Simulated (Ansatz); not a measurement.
## Heat of formation of O3 (ozone) from total energies

The species is O3 (3 atoms), meant as a singlet with charge 0. As SMILES, `O=[O+][O-]`. The coordinates come from a PBE0-D4/def2-TZVP relaxation.

```xyz
3

O     0.8487   -0.5359    0.4095
O    -0.2289   -0.3176   -0.1594
O    -0.6198    0.8535   -0.2501
```

Total energies at HF/3-21G (Ansatz 0.2.0); the atoms run unrestricted:

| species | state | energy (Eh) |
| --- | --- | --- |
| O3 | singlet | -222.978448 |
| O | triplet | -74.393657 |

Harmonic wavenumbers at B3LYP-D4/def2-TZVP, in cm⁻¹: 750, 1203, 1257.

Measured heats of formation of the gaseous atoms at 298.15 K, in kJ/mol: O 249.2. Spin-orbit lowering of the atoms at 298 K (mean of the ground term's levels less their thermal mean, from spectra), in kJ/mol: O 0.40. Take 1 Eh = 2625.50 kJ/mol, 1 cm⁻¹ = 0.0119627 kJ/mol, RT = 2.479 kJ/mol.

Work out the heat of formation of the gas at 298 K.


1. Electronic atomisation energy: 3 × (-74.393657) − (-222.978448) = -0.202523 Eh = -531.7 kJ/mol.
2. Zero-point energy: half the sum of the wavenumbers, 1605 cm⁻¹ = 19.2 kJ/mol.
3. Thermal vibrational enthalpy, Σ hcν̃/(exp(hcν̃/kT) − 1): 0.3 kJ/mol. Translation, rotation and pV of a non-linear molecule: 4 RT = 9.9 kJ/mol.
4. The 3 free atoms carry 5/2 RT each: 18.6 kJ/mol.
5. Spin-orbit coupling lowers the free atoms by 3 × 0.40 = 1.2 kJ/mol.
6. Atomisation enthalpy at 298 K: -531.7 − 1.2 − 19.2 − 0.3 − 9.9 + 18.6 = -543.7 kJ/mol.
7. Sum of the atoms' heats of formation: 747.6 kJ/mol. Heat of formation: 747.6 − -543.7 = +1291.3 kJ/mol.

The tabulated value is +141.7 kJ/mol (Active Thermochemical Tables), so this level is off by +1149.6 kJ/mol, or 189.7 % of the atomisation enthalpy. Hartree–Fock leaves out correlation, which is larger in the molecule than in the atoms, so it underbinds and puts the heat of formation too high. A basis without polarisation functions underbinds badly. Anharmonicity and any spin-orbit splitting of the molecule are left out.
